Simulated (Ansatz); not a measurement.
**BSO (doublet): from a generated start to a stationary point**

Where does this start of BSO (doublet) end when it is relaxed?

The runs use Ansatz 0.2.0, Gaussian basis; UKS PBE0/def2-TZVP.

### 1 Where the work starts

3 atoms, charge 0, spin multiplicity 2.

Atoms are counted from 1 here; the program's logs count them from 0.

Bond lengths: B1–O2 1.208 Å, O2–S3 1.664 Å. Angles: B1–O2–S3 180.0°.

The start was built by rule and, where that kept it together, relaxed with GFN2-xTB. Sticks and bond lists go by distance. 

### 2 Relaxation

Input file in.yaml:

```yaml
crystal:
  periodic: [false, false, false]
  atoms:
    - {symbol: B, position_ang: [0.000000, 0.000000, -1.360287]}
    - {symbol: O, position_ang: [0.000000, 0.000000, -0.151911]}
    - {symbol: S, position_ang: [0.000000, 0.000000, 1.512198]}
basis:
  gaussian: {orbitals: def2-TZVP}
magnetization: {spin_polarized: true, initial_magnetization: 1}
hamiltonian: {xc: pbe0}
relax: {f_tol: 0.004, max_steps: 80}
```

The run is started by

```sh
$ ansatz run in.yaml --threads 1 --pin off --events-out ev --progress --plain --max-ram 2176MiB
```

Before running it: what results should come out? Wanted: energy gained; shift from the start; total energy; dipole moment; ⟨S²⟩.

As calculated:

| quantity | value |
| --- | --- |
| steps | 6 |
| energy gained | 0.240 eV |
| shift from the start (rms) | 0.036 Å |
| total energy | -13549.7925 eV |
| dipole moment | 2.72 D |
| ⟨S²⟩ | 0.755 |

What this shows: The bonds of the start are those of the end. B1–O2 went from 1.208 to 1.296 Å. No vibrations were run, so this is a stationary point, not a proven minimum, and this spin need not be the ground state's.
